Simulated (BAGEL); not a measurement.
# One shape, several levels: singlet CH5OSi−

We compute a comparison of 6 runs (HF/6-31G*, HF/aug-cc-pVDZ, B3LYP/6-31G*, B3LYP/aug-cc-pVDZ, PBE0/aug-cc-pVDZ, RI-MP2/aug-cc-pVDZ) of singlet CH5OSi−. 

Program for the calculation: BAGEL 1.2.2.

22 further runs of the same task are left out: 22 set aside as unsound or not needed.

### 1 The molecule

CH5OSi−: 8 atoms, total charge -1, spin state singlet. As SMILES of the parent species, `C[SiH]O`. The coordinates come from a PBE0-D4/def2-TZVP relaxation. This is one conformer, not always the lowest. That shape belongs to the parent species and isn't relaxed for this state.

Bond lengths: C1–Si2 1.864 Å, Si2–O3 1.657 Å, C1–H4 1.092 Å, C1–H5 1.092 Å, C1–H6 1.094 Å, Si2–H7 1.502 Å, O3–H8 0.958 Å. Angles: C1–Si2–O3 106.3°, C1–Si2–H7 111.0°, O3–Si2–H7 110.1°, Si2–C1–H4 111.0°, Si2–C1–H5 110.4°, Si2–C1–H6 110.1°, Si2–O3–H8 117.0°, H4–C1–H5 108.4°, H4–C1–H6 108.4°, H5–C1–H6 108.5°.

### 2 The energy at HF/6-31G(d) (density fitting with qzvpp-jkfit, spherical functions) (run 1)

input.json reads:

```json
{ "bagel" : [

{
  "title" : "molecule",
  "basis" : "6-31gs.json",
  "df_basis" : "qzvpp-jkfit",
  "angstrom" : true,
  "geometry" : [
    { "atom" : "C", "xyz" : [      -0.688200,       0.901800,      -0.099400 ] },
    { "atom" : "Si", "xyz" : [       0.670300,      -0.323400,      -0.458400 ] },
    { "atom" : "O", "xyz" : [       0.201200,      -1.753600,       0.234600 ] },
    { "atom" : "H", "xyz" : [      -1.628600,       0.589000,      -0.557100 ] },
    { "atom" : "H", "xyz" : [      -0.424700,       1.887000,      -0.490900 ] },
    { "atom" : "H", "xyz" : [      -0.841600,       0.986400,       0.980700 ] },
    { "atom" : "H", "xyz" : [       1.974600,       0.132900,       0.129400 ] },
    { "atom" : "H", "xyz" : [       0.828900,      -2.477200,       0.205400 ] }
  ]
},

{
  "title" : "hf",
  "charge" : -1
},

{
  "title" : "print",
  "file" : "orbitals.molden",
  "orbitals" : true
}

]}
```

The basis set 6-31G* is read from a file made from the Basis Set Exchange's data (not shown).

Started as:

```console
BAGEL_NUM_THREADS=1 BAGEL input.json > input.out
```

The program printed:

```text
* using 1 threads per process

  ===============================================================
  ===============================================================

  *** Geometry ***

  { "atom" : "C", "xyz" : [     -1.300510,      1.704155,     -0.187839 ] },
  { "atom" : "Si", "xyz" : [      1.266683,     -0.611137,     -0.866250 ] },
  { "atom" : "O", "xyz" : [      0.380213,     -3.313824,      0.443330 ] },
  { "atom" : "H", "xyz" : [     -3.077608,      1.113049,     -1.052766 ] },
  { "atom" : "H", "xyz" : [     -0.802567,      3.565913,     -0.927667 ] },
  { "atom" : "H", "xyz" : [     -1.590394,      1.864026,      1.853254 ] },
  { "atom" : "H", "xyz" : [      3.731453,      0.251145,      0.244531 ] },
  { "atom" : "H", "xyz" : [      1.566394,     -4.681230,      0.388150 ] },

  Number of auxiliary basis functions:      370

  Since a DF basis is specified, we compute 2- and 3-index integrals:
    o Being stored without compression. Storage requirement is 0.009 GB

  Number of basis functions:       56
  Number of electrons      :       33

    * METHOD: MOLECULE                             0.12

  *** RHF ***

  === Nuclear Repulsion ===
   108.4498116219

      * DIIS with orbital gradients will be used.

  === RHF iteration (6-31gs.json) ===
      0       -404.28080708          0.02864371           0.02
      1       -404.42895279          0.01735710           0.02
      2       -404.50200316          0.00207277           0.02
      3       -404.50399106          0.00067399           0.02
      4       -404.50422126          0.00017137           0.02
      5       -404.50426559          0.00005808           0.02
      6       -404.50427087          0.00002270           0.02
      7       -404.50427173          0.00000787           0.02
      8       -404.50427182          0.00000243           0.02
      9       -404.50427183          0.00000102           0.02
     10       -404.50427183          0.00000043           0.02
     11       -404.50427183          0.00000012           0.02
     12       -404.50427183          0.00000003           0.02
     13       -404.50427183          0.00000002           0.02
     14       -404.50427183          0.00000001           0.02
    * SCF iteration converged.

    * Permanent dipole moment:
           (    0.574781,     0.131646,    -1.244895) a.u.

    * METHOD: HF                                   0.41

    * METHOD: PRINT                                0.01

  ===============================================================
```

Wall time 0.66 s (1 thread of Arm Neoverse V1, shared host).

### 3 A single-point energy at HF/aug-cc-pVDZ (density fitting with qzvpp-jkfit) (run 2)

hf.json reads:

```json
{ "bagel": [

{
  "title": "molecule",
  "basis": "aug-cc-pvdz.json",
  "df_basis": "qzvpp-jkfit",
  "angstrom": "true",
  "geometry": [
    { "atom": "C", "xyz": [      -0.688200,       0.901800,      -0.099400 ] },
    { "atom": "Si", "xyz": [       0.670300,      -0.323400,      -0.458400 ] },
    { "atom": "O", "xyz": [       0.201200,      -1.753600,       0.234600 ] },
    { "atom": "H", "xyz": [      -1.628600,       0.589000,      -0.557100 ] },
    { "atom": "H", "xyz": [      -0.424700,       1.887000,      -0.490900 ] },
    { "atom": "H", "xyz": [      -0.841600,       0.986400,       0.980700 ] },
    { "atom": "H", "xyz": [       1.974600,       0.132900,       0.129400 ] },
    { "atom": "H", "xyz": [       0.828900,      -2.477200,       0.205400 ] }
  ]
},

{ "title": "hf", "charge": -1 },

{ "title": "print", "file": "orbitals.molden", "orbitals": "true" }

]}
```

The basis set aug-cc-pVDZ is read from a file made from the Basis Set Exchange's data (not shown).

Started as:

```console
BAGEL_NUM_THREADS=1 BAGEL hf.json > hf.out
```

The program printed:

```text
* using 1 threads per process

  ===============================================================
  ===============================================================

  *** Geometry ***

  { "atom" : "C", "xyz" : [     -1.300510,      1.704155,     -0.187839 ] },
  { "atom" : "Si", "xyz" : [      1.266683,     -0.611137,     -0.866250 ] },
  { "atom" : "O", "xyz" : [      0.380213,     -3.313824,      0.443330 ] },
  { "atom" : "H", "xyz" : [     -3.077608,      1.113049,     -1.052766 ] },
  { "atom" : "H", "xyz" : [     -0.802567,      3.565913,     -0.927667 ] },
  { "atom" : "H", "xyz" : [     -1.590394,      1.864026,      1.853254 ] },
  { "atom" : "H", "xyz" : [      3.731453,      0.251145,      0.244531 ] },
  { "atom" : "H", "xyz" : [      1.566394,     -4.681230,      0.388150 ] },

  Number of auxiliary basis functions:      370

  Since a DF basis is specified, we compute 2- and 3-index integrals:
    o Being stored without compression. Storage requirement is 0.041 GB

  Number of basis functions:      118
  Number of electrons      :       33

    * METHOD: MOLECULE                             0.18

  *** RHF ***

  === Nuclear Repulsion ===
   108.4498116219

      * DIIS with orbital gradients will be used.

  === RHF iteration (aug-cc-pvdz.json) ===
      0       -404.18567962          0.02139824           0.05
      1       -404.40367057          0.01663054           0.05
      2       -404.56066147          0.00227707           0.05
      3       -404.56551537          0.00107966           0.06
      4       -404.56678132          0.00028389           0.06
      5       -404.56698298          0.00011683           0.05
      6       -404.56702039          0.00005613           0.05
      7       -404.56703089          0.00001753           0.05
      8       -404.56703163          0.00000871           0.05
      9       -404.56703185          0.00000367           0.05
     10       -404.56703188          0.00000164           0.05
     11       -404.56703189          0.00000085           0.05
     12       -404.56703189          0.00000026           0.05
     13       -404.56703189          0.00000014           0.05
     14       -404.56703189          0.00000006           0.05
     15       -404.56703189          0.00000003           0.05
     16       -404.56703189          0.00000002           0.05
     17       -404.56703189          0.00000001           0.05
    * SCF iteration converged.

    * Permanent dipole moment:
           (    0.714228,     0.017424,    -1.848619) a.u.

    * METHOD: HF                                   1.10

    * METHOD: PRINT                                0.04

  ===============================================================
```

Run time: 1.4 s. Hardware: 1 thread of Arm Neoverse V1, shared host; peak memory 0.12 GiB.

### 4 The energy at B3LYP/6-31G(d) (density fitting with qzvpp-jkfit, spherical functions) (run 3)

job.json reads:

```json
{ "bagel" : [

{
  "title" : "molecule",
  "basis" : "6-31gs.json",
  "df_basis" : "qzvpp-jkfit",
  "angstrom" : "true",
  "geometry" : [
    { "atom" : "C", "xyz" : [   -0.688200,    0.901800,   -0.099400 ] },
    { "atom" : "Si", "xyz" : [    0.670300,   -0.323400,   -0.458400 ] },
    { "atom" : "O", "xyz" : [    0.201200,   -1.753600,    0.234600 ] },
    { "atom" : "H", "xyz" : [   -1.628600,    0.589000,   -0.557100 ] },
    { "atom" : "H", "xyz" : [   -0.424700,    1.887000,   -0.490900 ] },
    { "atom" : "H", "xyz" : [   -0.841600,    0.986400,    0.980700 ] },
    { "atom" : "H", "xyz" : [    1.974600,    0.132900,    0.129400 ] },
    { "atom" : "H", "xyz" : [    0.828900,   -2.477200,    0.205400 ] }
  ]
},
{
  "title" : "ks",
  "xc_func" : "b3lyp",
  "charge" : -1
},
{
  "title" : "print",
  "file" : "orbitals.molden",
  "orbitals" : "true"
}

]}
```

The basis set 6-31G* is read from a file made from the Basis Set Exchange's data (not shown).

Started as:

```console
BAGEL_NUM_THREADS=1 BAGEL job.json > job.out
```

The program printed:

```text
* using 1 threads per process

  ===============================================================
  ===============================================================

  *** Geometry ***

  { "atom" : "C", "xyz" : [     -1.300510,      1.704155,     -0.187839 ] },
  { "atom" : "Si", "xyz" : [      1.266683,     -0.611137,     -0.866250 ] },
  { "atom" : "O", "xyz" : [      0.380213,     -3.313824,      0.443330 ] },
  { "atom" : "H", "xyz" : [     -3.077608,      1.113049,     -1.052766 ] },
  { "atom" : "H", "xyz" : [     -0.802567,      3.565913,     -0.927667 ] },
  { "atom" : "H", "xyz" : [     -1.590394,      1.864026,      1.853254 ] },
  { "atom" : "H", "xyz" : [      3.731453,      0.251145,      0.244531 ] },
  { "atom" : "H", "xyz" : [      1.566394,     -4.681230,      0.388150 ] },

  Number of auxiliary basis functions:      370

  Since a DF basis is specified, we compute 2- and 3-index integrals:
    o Being stored without compression. Storage requirement is 0.009 GB

  Number of basis functions:       56
  Number of electrons      :       33

    * METHOD: MOLECULE                             0.12

  *** Kohn-Sham DFT ***

    * Removing 13616 points whose weight is below 1.00e-10
    * Grid points: 105632

  === Nuclear Repulsion ===
   108.4498116219

       - DIIS with orbital gradients will be used.

  === KS iteration (b3lyp / 6-31gs.json) ===
      0       -379.94772630          0.14925872           0.22
      1       -357.39163498          0.18861654           0.21
      2       -350.43362382          0.24465574           0.21
      3       -389.56734074          0.13079580           0.21
      4       -401.48873275          0.09113842           0.21
      5       -403.53493983          0.08964869           0.21
      6       -405.75666626          0.01304813           0.21
      7       -405.79257681          0.00610719           0.21
      8       -405.80082536          0.00109762           0.21
      9       -405.80117695          0.00026963           0.22
     10       -405.80119494          0.00005777           0.22
     11       -405.80119583          0.00002884           0.21
     12       -405.80119605          0.00000705           0.21
     13       -405.80119607          0.00000118           0.21
     14       -405.80119607          0.00000066           0.21
     15       -405.80119607          0.00000026           0.21
     16       -405.80119607          0.00000009           0.21
     17       -405.80119607          0.00000001           0.21
     18       -405.80119607          0.00000000           0.21
    * SCF iteration converged.

    * Permanent dipole moment:
           (    0.584725,     0.137735,    -1.186003) a.u.

    * METHOD: KS                                   4.46

    * METHOD: PRINT                                0.01

  ===============================================================
```

It took 4.8 s on 1 thread of Arm Neoverse V1, shared host; peak memory 0.3 GiB.

Runs 4 to 5 aren't shown in full; the table further down has their settings and results.

### 5 The energy at RI-MP2/aug-cc-pVDZ (density fitting with qzvpp-jkfit) (run 6)

calc.json reads:

```json
{ "bagel": [

{
  "title": "molecule",
  "basis": "aug-cc-pvdz.json",
  "df_basis": "qzvpp-jkfit",
  "angstrom": true,
  "geometry": [
    { "atom": "C", "xyz": [      -0.688200,       0.901800,      -0.099400 ] },
    { "atom": "Si", "xyz": [       0.670300,      -0.323400,      -0.458400 ] },
    { "atom": "O", "xyz": [       0.201200,      -1.753600,       0.234600 ] },
    { "atom": "H", "xyz": [      -1.628600,       0.589000,      -0.557100 ] },
    { "atom": "H", "xyz": [      -0.424700,       1.887000,      -0.490900 ] },
    { "atom": "H", "xyz": [      -0.841600,       0.986400,       0.980700 ] },
    { "atom": "H", "xyz": [       1.974600,       0.132900,       0.129400 ] },
    { "atom": "H", "xyz": [       0.828900,      -2.477200,       0.205400 ] }
  ]
},

{ "title": "hf", "charge": -1 },

{ "title": "mp2", "charge": -1, "ncore": 7 }

]}
```

The basis set aug-cc-pVDZ is read from a file made from the Basis Set Exchange's data (not shown).

Started as:

```console
BAGEL_NUM_THREADS=1 BAGEL calc.json > calc.out
```

The program printed:

```text
* using 1 threads per process

  ===============================================================
  ===============================================================

  *** Geometry ***

  { "atom" : "C", "xyz" : [     -1.300510,      1.704155,     -0.187839 ] },
  { "atom" : "Si", "xyz" : [      1.266683,     -0.611137,     -0.866250 ] },
  { "atom" : "O", "xyz" : [      0.380213,     -3.313824,      0.443330 ] },
  { "atom" : "H", "xyz" : [     -3.077608,      1.113049,     -1.052766 ] },
  { "atom" : "H", "xyz" : [     -0.802567,      3.565913,     -0.927667 ] },
  { "atom" : "H", "xyz" : [     -1.590394,      1.864026,      1.853254 ] },
  { "atom" : "H", "xyz" : [      3.731453,      0.251145,      0.244531 ] },
  { "atom" : "H", "xyz" : [      1.566394,     -4.681230,      0.388150 ] },

  Number of auxiliary basis functions:      370

  Since a DF basis is specified, we compute 2- and 3-index integrals:
    o Being stored without compression. Storage requirement is 0.041 GB

  Number of basis functions:      118
  Number of electrons      :       33

    * METHOD: MOLECULE                             0.18

  *** RHF ***

  === Nuclear Repulsion ===
   108.4498116219

      * DIIS with orbital gradients will be used.

  === RHF iteration (aug-cc-pvdz.json) ===
      0       -404.18567962          0.02139824           0.06
      1       -404.40367057          0.01663054           0.05
      2       -404.56066147          0.00227707           0.05
      3       -404.56551537          0.00107966           0.05
      4       -404.56678132          0.00028389           0.05
      5       -404.56698298          0.00011683           0.05
      6       -404.56702039          0.00005613           0.05
      7       -404.56703089          0.00001753           0.05
      8       -404.56703163          0.00000871           0.06
      9       -404.56703185          0.00000367           0.05
     10       -404.56703188          0.00000164           0.05
     11       -404.56703189          0.00000085           0.06
     12       -404.56703189          0.00000026           0.05
     13       -404.56703189          0.00000014           0.06
     14       -404.56703189          0.00000006           0.06
     15       -404.56703189          0.00000003           0.06
     16       -404.56703189          0.00000002           0.06
     17       -404.56703189          0.00000001           0.06
    * SCF iteration converged.

    * Permanent dipole moment:
           (    0.714228,     0.017424,    -1.848619) a.u.

    * METHOD: HF                                   1.14

  *** RHF ***

  === Nuclear Repulsion ===
   108.4498116219

      * DIIS with orbital gradients will be used.

  === RHF iteration (aug-cc-pvdz.json) ===
      0       -404.56703189          0.00000000           0.05
    * SCF iteration converged.

    * Permanent dipole moment:
           (    0.714229,     0.017425,    -1.848619) a.u.

  === DF-MP2 calculation ===

    * freezing 7 orbitals
    * 3-index integral transformation done
    * assembly done

      MP2 correlation energy:   -0.4776740545      0.05

      MP2 total energy:       -405.0447059468

    * METHOD: MP2                                  0.18

  ===============================================================
```

Wall time 1.6 s (1 thread of Arm Neoverse V1, shared host); peak memory 0.12 GiB.

### 6 Overview of the runs

```
run                                                                 level  frozen core orbitals  energy (Eh)  HOMO energy (eV)  LUMO energy (eV)  HOMO–LUMO gap (eV)  wall time
  1     HF/6-31G* (density fitting with qzvpp-jkfit, spherical functions)                     –  -404.504272              0.47              9.95                9.48     0.66 s
  2                     HF/aug-cc-pVDZ (density fitting with qzvpp-jkfit)                     –  -404.567032             -0.38              3.92                4.30      1.4 s
  3  B3LYP/6-31G* (density fitting with qzvpp-jkfit, spherical functions)                     –  -405.801196              2.86              6.55                3.69      4.8 s
  4                  B3LYP/aug-cc-pVDZ (density fitting with qzvpp-jkfit)                     –  -405.874491              1.25              2.80                1.55       11 s
  5                   PBE0/aug-cc-pVDZ (density fitting with qzvpp-jkfit)                     –  -405.593817              1.19              2.94                1.75       11 s
  6                 RI-MP2/aug-cc-pVDZ (density fitting with qzvpp-jkfit)                     7  -405.044706                 –                 –                   –      1.6 s
```

### 7 What came out

| quantity | value |
| --- | --- |
| run 6: total energy | -405.04471 Eh |
| run 6: correlation energy (7 core orbitals frozen) | -477.7 mEh |

In words: Over runs 1, 2, 3, 4, 5 the HOMO–LUMO gap runs from 1.55 eV (B3LYP/aug-cc-pVDZ) to 9.48 eV (HF/6-31G*). The two ends differ in method and basis. The empty levels of an anion lie above zero and hang on the basis. Totals of different functionals can't be ranked against each other. In runs 1, 3, 4, 5 the HOMO lies above zero, so the outermost electron may be held by the basis alone. All runs together took 30 s, the longest 11 s.
